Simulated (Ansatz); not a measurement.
bcc Rb, treated with LDA (Ansatz, an electronic-structure program, PAW).

Run with plane-wave cutoff 520 eV, 14×14×14 k mesh, Fermi–Dirac smearing 0.05 eV, scalar-relativistic PAW data made under PBE.

Computed at the level's own relaxed cell.

**Question.** Predict the volume per atom, bulk modulus B0, lattice parameter a and pressure derivative B′ of the bulk modulus.

**Answer.** 
- volume per atom = 77.70 Å³/atom
- bulk modulus B0 = 3.58 GPa
- lattice parameter a = 5.376 Å
- pressure derivative B′ of the bulk modulus = 3.7

The run finds no gap.

Measured, for comparison: equilibrium volume per atom 86.68 Å³/atom, lattice constant a 5.576 Å (low-temperature or extrapolated to 0 K; zero-point anharmonic expansion removed; as tabulated in Csonka et al. (2009), arXiv:0903.4037); bulk modulus 2.92 GPa (corrected for temperature and zero-point phonon effects, our sources range from 2.92 to 3.60; as tabulated in Levämäki et al. (2014), arXiv:1402.3671). Computed (rounded) less measured: equilibrium volume per atom -10.4 %, bulk modulus not scored (sources differ), lattice constant a -3.6 %.

Computed values are for the static lattice.
